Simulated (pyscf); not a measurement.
Single points on ωB97X-D3(BJ)/def2-SVP structures (PySCF, gas phase).

Problem. PBE/def2-TZVP puts the barrier of `[F][W]([F])([Cl])(=[Se])[SeH]` -> `[F][W]([F])(=[Se])=[Se]` + `[ClH]` (elimination; singlet surface; H–Se, Cl–W broken, Cl–H formed) at 88.2 kJ/mol and the reaction energy at +48.3 kJ/mol, from the reactant's lowest minimum found. What do r²SCAN/def2-TZVP, B3LYP-D3(BJ)/def2-TZVP, ωB97M-D3(BJ)/def2-TZVP give on the same structures?

Solution. r²SCAN: ΔE‡ = 99.2 kJ/mol, ΔE = +61.7 kJ/mol; B3LYP-D3(BJ): ΔE‡ = 107.3 kJ/mol, ΔE = +54.8 kJ/mol; ωB97M-D3(BJ): ΔE‡ = 114.3 kJ/mol, ΔE = +51.5 kJ/mol. PBE's barrier lies under all of them, by 11.0 to 26.1 kJ/mol. Its reaction energy lies under all of them, by 3.2 to 13.4 kJ/mol. On the reactant side the descent ends in a point that may be a rotor saddle (no frequency run), 9.0 kJ/mol over the lowest minimum found and 105.2 kJ/mol under the saddle at ωB97X-D3(BJ)/def2-TZVP. This is the saddle that the search found; another between the same sides may lie lower. Elements up to Kr have no core potential and no relativistic terms here. Elements past Kr carry the def2 core potentials, without spin-orbit coupling.
